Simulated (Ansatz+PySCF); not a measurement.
**singlet SiH4: levels of theory in one basis**

```json
{"atom": "Si", "x (Å)": "0.0006", "y (Å)": "-0.0015", "z (Å)": "0.0500"}
{"atom": "H", "x (Å)": "0.8608", "y (Å)": "0.8541", "z (Å)": "0.9113"}
{"atom": "H", "x (Å)": "0.8741", "y (Å)": "-0.8772", "z (Å)": "-0.9079"}
{"atom": "H", "x (Å)": "-0.8923", "y (Å)": "0.8317", "z (Å)": "-0.8877"}
{"atom": "H", "x (Å)": "-0.8579", "y (Å)": "-0.8946", "z (Å)": "0.8995"}
```

Basis set: def2-SVP (spherical functions). Correlated methods keep 5 orbitals frozen. Charge 0, multiplicity 1.

Computed with Ansatz (development build ahead of 0.2.0); each method stands on the lowest determinant of its kind that the runs found. NEVPT2 correlates all electrons. Active spaces start from the frontier orbitals, and the lowest solution found is given.

```json
{"method": "RHF", "E − E(RHF) (eV)": "0.00", "<S²> of the determinant": "0.00"}
{"method": "RHF-CCSD", "E − E(RHF) (eV)": "-3.97", "<S²> of the determinant": "–"}
{"method": "RHF-CCSD(T)", "E − E(RHF) (eV)": "-4.04", "<S²> of the determinant": "–"}
{"method": "CASSCF(8,8)", "E − E(RHF) (eV)": "-1.59", "<S²> of the determinant": "–"}
{"method": "SC-NEVPT2(8,8)", "E − E(RHF) (eV)": "-3.50", "<S²> of the determinant": "–"}
```

(1) What does RHF-MP2 give on the same scale?

(2) Is a single determinant a sound starting point here?

Results:

(1) -3.15 eV.

(2) By this sign, yes. Unrestricted orbitals gain 0.00 eV and <S²> is 0.00 against 0.00 for a pure state. The CASSCF(8,8) natural occupations are 1.99, 1.98, 1.98, 1.97, 0.03, 0.02, 0.02, 0.02.
